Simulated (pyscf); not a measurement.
This saddle point was located with ωB97X-D3(BJ)/def2-SVP in PySCF.

```
Ga
N 1 1.8678
H 2 1.0256 1 119.19
H 2 1.3808 3 100.07 1 119.69
H 4 0.8742 2 157.36 3 -62.30
C 1 1.9613 2 117.14 3 133.27
H 6 1.1009 1 112.28 2 145.97
H 6 1.1009 7 109.03 1 123.40
H 6 1.1034 7 107.55 8 116.11
C 1 1.9667 2 116.56 3 -52.60
H 10 1.1002 1 112.53 2 12.86
H 10 1.1024 11 108.65 1 -122.91
H 10 1.1029 11 108.09 12 -115.80
```
Charge 0, spin multiplicity 2.

Surface: doublet, charge 0. Lowest wavenumbers (cm⁻¹): 1055i, 38, 52, 128, 147.

**Question.** Which two sides does it connect, and which bonds change?

**Answer.** `[CH3][Ga]([CH3])[NH2]` + `[H]` [doublet] <-> `[CH3][Ga]([CH3])[NH]` [doublet] + `[H][H]`, a hydrogen abstraction read from left to right: H–N broken and H–H formed. At ωB97M-D3(BJ)/def2-TZVP it lies +0.75 eV from the left side and +0.28 eV from the right (each side as separated species at their lowest minima found). One saddle was located; it need not be the lowest between these sides. The angle at the transferred H is 157°. Elements up to Kr have no core potential and no relativistic terms here.
